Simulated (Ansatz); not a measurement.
A made-up structure of CH₂BSi, doublet:

B1  (0.482, -0.376, -0.292)
C2  (-0.550, 0.429, 0.334)
Si3  (-1.762, 1.376, 1.069)
H4  (0.106, -0.393, 0.468)
H5  (1.633, -0.039, -0.241)
(Å)

It is relaxed with PBE-D4/def2-SVP and then PBE0-D4/def2-TZVP (Ansatz 0.2.0). Atoms count as bonded within 1.22 times the sum of their covalent radii (H–H: 0.88 Å). The end point is not checked to be a true minimum.

(1) Does its bonding change? (Judge from chemistry; the calculation decides.)

## Answers

(1) Computed: Yes. Formed: B1–Si3; broken: B1–H4.

Where it ends: The first stage lowers the energy by 5.73 eV in 10 steps. It ends as CH₂BSi ([BH]1[CH][Si]1):
```
atom    x (Å)    y (Å)    z (Å)
  B1   0.5636   0.2692  -0.1894
  C2  -0.4261  -0.1139   0.7575
 Si3  -1.1262   1.4369   0.2594
  H4  -0.5966  -0.9560   1.4182
  H5   1.4945   0.3618  -0.9084
```

Labels in which every atom is bracketed show which atoms are joined, not bond orders.

For scale, one of the runs: PBE0-D4/def2-TZVP relaxation, 111 basis functions, launched by `ansatz run in.yaml --threads 2 --pin off --events-out ev --progress --plain --max-ram 4352MiB`. Hardware: 2 CPU threads of an Arm Neoverse V1, shared host. Wall time about 71 s.
